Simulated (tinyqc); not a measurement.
Harmonic frequencies on the unrestricted B3LYP (VWN-RPA form)/sto-3g surface (energies and gradients from PySCF), for OH+, spin multiplicity 3, step by step. One step of it, computed by the program tinyqc.

Task: One row of the Hessian: 2Hz. Displace 2Hz by +/-0.01 bohr; H(k, :) = (g(+) - g(-)) / (2 delta).

optimised positions (bohr):
```
           x         y          z
1O  0.000000  0.000000  -0.075226
2H  0.000000  0.000000   2.040543
```

gradient at +delta (hartree/bohr):
```
             x           y            z
1O  0.00000000  0.00000000  -0.00331971
2H  0.00000000  0.00000000   0.00331964
```

gradient at -delta (hartree/bohr):
```
             x           y            z
1O  0.00000000  0.00000000   0.00340240
2H  0.00000000  0.00000000  -0.00340230
```

Give: row of the Hessian.

Result:

row of the Hessian (hartree/bohr^2): 1Ox 0.000000, 1Oy 0.000000, 1Oz -0.336106, 2Hx 0.000000, 2Hy 0.000000, 2Hz 0.336097
